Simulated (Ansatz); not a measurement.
Molecular dynamics of ClH$_{4}$Si, charge -1

Input file:

```yaml
crystal:
  periodic: [false, false, false]
  atoms:
    - { symbol: Cl, position_ang: [0.675662, -0.033495, -2.246842] }
    - { symbol: Si, position_ang: [-0.072168, 0.003601, 0.240212] }
    - { symbol: H, position_ang: [-0.615558, -1.35636, -0.069581] }
    - { symbol: H, position_ang: [-0.524083, 0.025724, 1.744949] }
    - { symbol: H, position_ang: [-0.856287, 1.20752, -0.179927] }
    - { symbol: H, position_ang: [1.392435, 0.15311, 0.511189] }
total_charge: -1
magnetization:
  spin_polarized: true
basis:
  gaussian: { orbitals: def2-SVP }
hamiltonian:
  xc: b3lyp
  dispersion: d4
md:
  timestep: 0.5
  n_steps: 150
  ensemble: nvt_nose_hoover
  temperature: 1500.0
  initial_velocities: maxwell_boltzmann
  seed: 918081
  nose_hoover: { tau: 300.0, chain_length: 3 }
```

Command:

```bash
$ ansatz run input.yaml --threads 1 --pin off --max-ram 2048MiB --backend cpu --events-out ev --progress --plain --runs-dir out
```

It starts from a relaxed structure.

Output, in part (step lines, the closing report, with atoms numbered from 0):

```
md step     0: t =     0.00 fs  T =  1500.0 K  F+E_penalty+E_count = -20461.38413790 eV  E_kin = 0.775560 eV  conserved = -20460.60857791 eV  (22 SCF iters)
[... lines left out ...]
Total energy: -20460.90003962 eV, -751.9242075597 hartree
Atom 0 at     0.751201    -0.036404    -2.509511 Å, force    -0.032954    -0.030086     0.332464 eV/Å
Atom 1 at    -0.149580    -0.005459     0.554950 Å, force    -1.037660     1.647225     0.111934 eV/Å
Atom 2 at    -0.648442    -1.135927    -0.223941 Å, force     0.130008    -0.792869     0.319566 eV/Å
Atom 3 at    -0.767801     0.127963     2.075304 Å, force     0.724649    -0.629467    -1.048022 eV/Å
Atom 4 at    -1.004384     1.104482    -0.025909 Å, force     0.499305     0.021573     0.180929 eV/Å
Atom 5 at     1.317406     0.288217     0.649625 Å, force    -0.283348    -0.216375     0.103129 eV/Å
Dipole moment:    -0.145194    -0.087362     0.782342 e Å
```

The steps, from the saved trajectory:

```csv
time (fs),T (K),potential energy less start (eV),conserved less start (meV/atom)
0.0,1500,0.000,0.00
2.5,1099,0.209,0.26
5.0,734,0.398,0.30
7.5,656,0.438,0.22
10.0,574,0.480,0.30
12.5,711,0.409,0.23
15.0,921,0.301,0.22
17.5,1103,0.207,0.15
20.0,1095,0.211,0.21
22.5,938,0.293,0.18
25.0,601,0.468,0.30
27.5,538,0.501,0.31
30.0,722,0.404,0.08
32.5,515,0.513,0.34
35.0,734,0.400,0.23
37.5,1065,0.228,0.06
40.0,790,0.372,0.27
42.5,613,0.464,0.34
45.0,787,0.373,0.14
47.5,632,0.454,0.16
50.0,337,0.608,0.38
52.5,563,0.490,0.13
55.0,593,0.476,0.22
57.5,584,0.481,0.32
60.0,851,0.343,0.16
62.5,867,0.336,0.19
65.0,716,0.414,0.19
67.5,489,0.533,0.24
70.0,336,0.612,0.24
72.5,347,0.607,0.30
75.0,584,0.484,0.18
```

All steps were run. The conserved energy stayed within 0.41 meV per atom of its start (net change 0.18 meV per atom), so the integration is sound. The mean temperature of the second half is 58 % below the set value. A run of 0.075 ps of so small a system gives no equilibrium averages. The orbitals stay closed-shell, which can raise the energy where a bond breaks towards radicals; this wasn't checked here. Limits of this set-up: an anion without diffuse functions, the dipole of an ion depends on the origin.

Parted: Cl1–Si2 2.60 → 3.19 Å. It ends as Cl + H4Si (total charge -1). Pairs count as bonded within 1.25 times the sum of covalent radii (0.12 Å more for H–H).

Last frame:

```xyz
6
Properties=species:S:1:pos:R:3
Cl 0.751 -0.036 -2.510
Si -0.150 -0.005 0.555
H -0.648 -1.136 -0.224
H -0.768 0.128 2.075
H -1.004 1.105 -0.026
H 1.317 0.288 0.650
```

Time of the run: 2.3 min on 1 thread of Intel(R) Xeon(R) 6975P-C (Granite Rapids) (shared host), peak memory 0.15 GiB.
